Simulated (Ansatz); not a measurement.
A made-up structure of CH$_{2}$NSi (charge +1), singlet:

N1  (1.227, -1.732, 2.018)
C2  (-0.280, 0.395, -0.461)
Si3  (0.465, -0.656, 0.764)
H4  (-1.110, 0.015, -1.000)
H5  (0.135, 1.360, -0.602)
(Å)

It is relaxed with PBE-D4/def2-SVP and then PBE0-D4/def2-TZVP (Ansatz 0.2.0). Atoms count as bonded within 1.22 times the sum of their covalent radii (H–H: 0.88 Å). The end point is not checked to be a true minimum.

Problem. Does its bonding change? (A judgement: the text doesn't fix the answer.)

Solution. Computed: No: no bond forms or breaks.

Where it ends: The first stage lowers the energy by 0.57 eV in 5 steps. It ends as CH₂NSi ([CH2][Si][N]), total charge +1:
N1  (0.405, -0.831, 1.547)
C2  (-0.114, 0.169, -0.213)
Si3  (1.126, -1.080, 0.128)
H4  (-1.107, -0.105, -0.568)
H5  (0.128, 1.230, -0.173)
(Å)

Labels in which every atom is bracketed show which atoms are joined, not bond orders.

For scale, one of the runs: PBE0-D4/def2-TZVP relaxation, 111 basis functions, launched by `ansatz run in.yaml --threads 2 --pin off --events-out ev --progress --plain --max-ram 4352MiB`. The run took about 39 s on 2 CPU threads of an Arm Neoverse V1 (shared host).
